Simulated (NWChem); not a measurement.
All runs are NWChem calculations. System: diphosphorus (P2), charge 0, spin multiplicity 1, at a geometry optimised with PBE/def2-SVP. Level: G0W0@PBE/def2-SVPD, RI basis def2-svpd-rifit.

Input file:

```
start mol
memory heap 200 mb stack 700 mb global 1700 mb
geometry units angstroms nocenter noautoz
  P      0.000000     0.000000     0.957695
  P      0.000000     0.000000    -0.957695
  symmetry group D2h
end
basis spherical
  * library def2-svpd
end
basis "ri basis" bse spherical
  * library def2-svpd-rifit
end
dft
  xc xpbe96 cpbe96
  iterations 100
  direct
  tolerances tight
end
task dft energy
gw
  states alpha occ 4 vir 2
end
task dft gw
```

NWChem printed:

```
             Northwest Computational Chemistry Package (NWChem) 7.3.0
             --------------------------------------------------------

                                NWChem Input Module
                                -------------------

 Scaling coordinates for geometry "geometry" by  1.889725989
 (inverse scale =  0.529177249)

 Turning off AUTOSYM since
 SYMMETRY directive was detected!

                             Geometry "geometry" -> ""
                             -------------------------

 Output coordinates in angstroms (scale by  1.889725989 to convert to a.u.)

  No.       Tag          Charge          X              Y              Z
 ---- ---------------- ---------- -------------- -------------- --------------
    1 P                   15.0000     0.00000000     0.00000000     0.95769500
    2 P                   15.0000     0.00000000     0.00000000    -0.95769500

 Effective nuclear repulsion energy (a.u.)      62.1622129305

            Nuclear Dipole moment (a.u.)
            ----------------------------
        X                 Y               Z
 ---------------- ---------------- ----------------
     0.0000000000     0.0000000000     0.0000000000

      Symmetry information
      --------------------

 Group name             D2h
 Group number             26
 Group order               8
 No. of unique centers     1

      Symmetry unique atoms

     1


 Summary of "ao basis" -> "" (spherical)
 ------------------------------------------------------------------------------
       Tag                 Description            Shells   Functions and Types
 ---------------- ------------------------------  ------  ---------------------
 *                         def2-svpd                  on all atoms

 new library libraries.bse/

 Summary of "ri basis" -> "" (spherical)
 ------------------------------------------------------------------------------
       Tag                 Description            Shells   Functions and Types
 ---------------- ------------------------------  ------  ---------------------
 *                      def2-svpd-rifit               on all atoms
[...]
         202.897191779097           0.000000000000           0.000000000000
           0.000000000000         202.897191779097           0.000000000000
           0.000000000000           0.000000000000           0.000000000000

     Multipole analysis of the density
     ---------------------------------

     L   x y z        total         alpha         beta         nuclear
     -   - - -        -----         -----         ----         -------
     0   0 0 0     -0.000000    -15.000000    -15.000000     30.000000

     1   1 0 0     -0.000000     -0.000000     -0.000000      0.000000
     1   0 1 0     -0.000000     -0.000000     -0.000000      0.000000
     1   0 0 1      0.000000      0.000000      0.000000      0.000000

     2   2 0 0    -19.081156     -9.540578     -9.540578      0.000000
     2   1 1 0     -0.000000     -0.000000     -0.000000      0.000000
     2   1 0 1      0.000000      0.000000      0.000000      0.000000
     2   0 2 0    -19.081156     -9.540578     -9.540578      0.000000
     2   0 1 1      0.000000      0.000000      0.000000      0.000000
     2   0 0 2    -18.764167    -58.511700    -58.511700     98.259232

 Task  times  cpu:        0.4s     wall:        0.4s

                                NWChem Input Module
                                -------------------

                                 NWChem GW Module
                                 ----------------

                             ***********************
                             ***        GW       ***
                             ***********************

 Summary of "ri basis" -> "ri basis" (spherical)
 ------------------------------------------------------------------------------
       Tag                 Description            Shells   Functions and Types
 ---------------- ------------------------------  ------  ---------------------
 P                      def2-svpd-rifit             24       78   9s6p6d3f

                 Memory Information
                 ------------------
          Available GA per process is          1700.0 MBs
          Available stack per process is        700.0 MBs
          Available heap per process is           0.0 MBs

          Peak memory in Initialization
              Peak GA per process is                  1.1 MBs
              Peak stack per process is               0.0 MBs
              Peak heap per process is                1.3 MBs
              Memory not in MA per process            0.0 MBs

          Peak memory in AFF Calculation
              Peak GA per process is                  3.4 MBs
              Peak stack per process is               1.9 MBs
              Peak heap per process is                0.0 MBs
              Memory not in MA per process            1.9 MBs

          Computing 2-center integrals
          Computing Inverse Cholesky factor
          Computing 3-center integrals
          Computing V_xc ...

          Computing Sigma_x
          Computing RPA polarizability
          Solving quasiparticle equations

                  Alpha Orbitals
          State     Energy (eV)     Error (eV)
          -----------------------------------
@GW        12        -13.076           0.004
@GW        13         -9.861           0.002
@GW        14         -9.717           0.002
@GW        15         -9.717           0.002
@GW        16          0.161           0.002
@GW        17          0.161           0.002

   Applying  -2.7278 eV scissor-shift to rest of particle states

   Applying   3.4981 eV scissor-shift to rest of hole states

     GW Timing Statistics
   ------------------------
   Init.   :          0.0s
     ERIs  :          0.1s
     Distr.:          0.0s
     Vxc   :          0.0s
   Sigma_x :          0.0s
   RPA     :          0.0s
   Wmn     :          0.0s
   Sigma_c :          0.0s
   GW total:          0.1s

 Task  times  cpu:        0.1s     wall:        0.1s

 Total times  cpu:        0.5s     wall:        0.5s
```
